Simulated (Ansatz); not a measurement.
## hcp against bcc along group 13

Level of theory: DFT, BLYP, plane waves (420 eV) with PAW, scalar-relativistic in Ansatz 0.2.0. (PAW data from PBE, frozen cores regenerated.)

Each structure is relaxed within its symmetry, in the lowest magnetic state of the tried starts. Differences under about 8 meV lie within the error of the k-point mesh. Some of these cells lie far above the measured volume under this functional.

```
element  E(hcp) − E(bcc) (meV/atom)  V(hcp) (Å³/atom)  V(bcc) (Å³/atom)       state of hcp       state of bcc
     Al                         -53             17.64             18.19  spin not included  spin not included
     Ga                          -2             21.98             21.92  spin not included  spin not included
     In                          -2             31.40             31.53  spin not included  spin not included
     Tl                          -6             35.61             35.55  spin not included  spin not included
```
